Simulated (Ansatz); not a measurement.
Forms of GeH$_{3}$O and their order

Ansatz 0.2.0, basis cc-pVDZ; geometries are PBE0/def2-TZVP minima. Wave-function levels freeze the cores with the filled d shells of p-block atoms; HF, MP2 and coupled cluster are restricted for singlets and unrestricted otherwise, restricted open-shell where a d shell is frozen, Kohn–Sham unrestricted where that lies lower. The reference is CCSDT(Q) (coupled cluster only where its series has nearly closed). Semilocal and hybrid functionals correlate all electrons outside any core potential and usually lie nearer their basis limit than the reference, so part of their error here is the reference's basis and frozen-core error; RPA and the MP2 part of double hybrids freeze the same cores as the reference. None of these values is a measured one. Energies are electronic, without zero-point terms. No spin–orbit coupling and no scalar relativity. The set is small: such energies can lie up to about 0.3 eV from the limit, spin gaps mostly less, so near ties and functionals' places can change in larger sets. The species are chosen: bound, without strong static correlation by their natural occupations or amplitudes, and with a ladder that closes on the reference, so errors are smaller than for species at large; levels whose determinant breaks symmetry or spin markedly are left out.

A. doublet; O–Ge 1.786, Ge–H 1.546/1.557, O–H 0.960, angles at O 113°, angles at Ge 104/109/112°. Coordinates (Å): Ge -0.035 -0.014 0.324; O 0.080 0.110 -1.454; H 0.751 -1.273 0.796; H 0.619 1.293 0.826; H -0.087 -0.727 -1.893
B. doublet; O–Ge 1.795, Ge–H 1.536/1.537, angles at Ge 102/110/112°. Coordinates (Å): Ge 0.002 0.000 0.298; O -0.016 0.000 -1.497; H 1.506 0.000 0.614; H -0.687 1.270 0.821; H -0.686 -1.270 0.821

Question: From bonding and spin, estimate the order of these in energy at CCSDT(Q), each at its own geometry.

Answer: At CCSDT(Q), above the lowest of those listed: A (0.0 kJ/mol), B (122.9 kJ/mol).

```json
{"level": "CCSDT(Q)", "B less A (kJ/mol)": "122.9"}
{"level": "MP2", "B less A (kJ/mol)": "151.0"}
{"level": "CCSD(T)", "B less A (kJ/mol)": "122.8"}
{"level": "CCSDT", "B less A (kJ/mol)": "122.3"}
{"level": "PBE", "B less A (kJ/mol)": "138.4"}
{"level": "PBE0", "B less A (kJ/mol)": "127.9"}
{"level": "B3LYP", "B less A (kJ/mol)": "124.9"}
{"level": "wB97M-V", "B less A (kJ/mol)": "133.6"}
{"level": "B2PLYP", "B less A (kJ/mol)": "129.6"}
```

Every level shown puts the same form lowest.

The geometries are PBE0's, not this basis's own minima.
